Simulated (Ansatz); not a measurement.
# CH4FS: the cost of one run

Method: UKS BHLYP-D4/cc-pVDZ, in Ansatz 0.2.0.

## (1) The structure to begin with

Bond lengths: C3–F4 1.346 Å, S2–H5 1.329 Å, C3–H6 1.085 Å, C3–H7 1.085 Å. Angles: F4–C3–H6 110.6°, F4–C3–H7 110.6°, H6–C3–H7 115.8°.

Structure file:

```xyz
7

H     0.1984   -0.4819    0.0119
S     1.6333   -1.4190    0.5470
C    -0.8670    0.3394   -0.3297
F    -0.5565    1.5695    0.1196
H     2.2568   -0.2877    0.8605
H    -0.9397    0.3359   -1.4118
H    -1.7253   -0.0561    0.2024
```

## (2) A restrained relaxation towards end A

Springs on the bonds that form and break draw the guess towards this end; the thresholds are loose.

Contents of input.yaml:

```yaml
crystal:
  periodic: [false, false, false]
  atoms:
    - { symbol: H, position_ang: [0.1984, -0.4819, 0.0119] }
    - { symbol: S, position_ang: [1.6333, -1.419, 0.547] }
    - { symbol: C, position_ang: [-0.867, 0.3394, -0.3297] }
    - { symbol: F, position_ang: [-0.5565, 1.5695, 0.1196] }
    - { symbol: H, position_ang: [2.2568, -0.2877, 0.8605] }
    - { symbol: H, position_ang: [-0.9397, 0.3359, -1.4118] }
    - { symbol: H, position_ang: [-1.7253, -0.0561, 0.2024] }
magnetization:
  spin_polarized: true
  initial_magnetization: 1
basis:
  gaussian: { orbitals: cc-pVDZ }
hamiltonian:
  xc: { name: BHLYP }
  dispersion: d4
relax:
  f_tol: 0.15
  max_steps: 25
  restrain:
    - { distance: [0, 2], at: 2.37, k: 30.0 }
    - { distance: [1, 0], at: 1.36, k: 30.0 }
```

Started as:

```console
ansatz run input.yaml --threads 2 --pin off --max-ram 3072MiB --backend cpu --events-out ev --progress --plain --runs-dir out
```

What time and memory should one allow on 2 threads of Arm Neoverse V2, shared host?

About 14 s, with a peak of 0.15 GiB.
